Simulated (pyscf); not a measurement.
Optimised with ωB97X-D3(BJ)/def2-SVP in PySCF.

### Question
HO–Sn(OH)(Cl)–Cl + HCl → HO–Sn(Cl)(Cl)–Cl + H₂O
Surface: singlet. Broken: O–Sn, Cl–H. Formed: Cl–Sn, H–O. Give ΔE‡ and ΔE from B3LYP-D3(BJ)/def2-TZVP, relative to the separated reactants.

### Answer
ΔE‡ = -9.2 kJ/mol, ΔE = -59.3 kJ/mol. ωB97M-D3(BJ)/def2-TZVP gives -2.8 kJ/mol and -56.9 kJ/mol. Zero-point energy shifts the barrier by +4.4 kJ/mol. It is a four-centre exchange, with an imaginary mode of 561i cm⁻¹. On the reactant side the descent ends in a complex, 31.1 kJ/mol under the separated species and 17.8 kJ/mol under the saddle at ωB97X-D3(BJ)/def2-TZVP. On the product side the descent ends in an adduct with a O–Sn contact (not fully relaxed), 39.1 kJ/mol under the separated species and 92.5 kJ/mol under the saddle at ωB97X-D3(BJ)/def2-TZVP. At B3LYP-D3(BJ) the saddle lies under the separated reactants, which points to a path from their complex (located at ωB97X-D3(BJ) alone). What is counted as broken (O–Sn) persists as a longer contact in the product adduct; parting that adduct is a step of its own. At ωB97X-D3(BJ)/def2-TZVP the barrier from the zero used here is -13.3 kJ/mol. One saddle was located; it need not be the lowest between these sides. Elements past Kr carry the def2 core potentials, without spin-orbit coupling.
